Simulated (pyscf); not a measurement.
`[CH4]` + `[OH][ZnH]` → `[CH3][Zn][OH]` + `[H][H]`, a four-centre exchange (singlet surface; C–H, H–Zn broken, C–Zn, H–H formed). PySCF, gas phase, ωB97X-D3(BJ)/def2-SVP geometries. Energies in kcal/mol from the separated reactants.

Small-basis levels: PySCF, no dispersion term, spherical d functions. AM1 to PM7: differences of heats of formation from MOPAC, which are fitted to 298 K values and so differ in kind from electronic energies by zero-point and thermal terms. GFN2-xTB: tblite. Cost: rough CPU time at the saddle relative to B3LYP/6-31G*+LANL2DZ, from one job on a shared machine.

```csv
level,barrier,reaction energy,cost
HF/3-21G,62.3,+2.2,0.08
SVWN5/6-31G*+LANL2DZ,42.7,+6.7,1
BP86/6-31G*+LANL2DZ,53.3,+7.7,1
B3LYP/3-21G,44.1,-6.2,0.7
B3LYP/6-31G*+LANL2DZ,60.0,+9.6,1
B3LYP/6-311+G**+LANL2DZ,57.3,+10.6,1
GFN2-xTB,81.1,+35.6,under 0.02
AM1,35.6,-4.4,under 0.02
PM7,54.0,+10.1,under 0.02
ωB97M-D3(BJ)/def2-TZVP,57.7,+10.4,–
```

Against the last row the barrier runs from -22.1 (AM1) to +23.4 kcal/mol (GFN2-xTB). ωB97M-D3(BJ)/def2-TZVP has limits of its own. At the saddle there is also a short H–Zn contact that neither side keeps. The same reactants have a lower exit, to H₃C–ZnH + H₂O (barrier +34.6 kcal/mol at ωB97M-D3(BJ)/def2-TZVP, against +57.7 kcal/mol here). One saddle was located; it need not be the lowest between these sides. In the def2 sets elements up to Kr have no core potential.
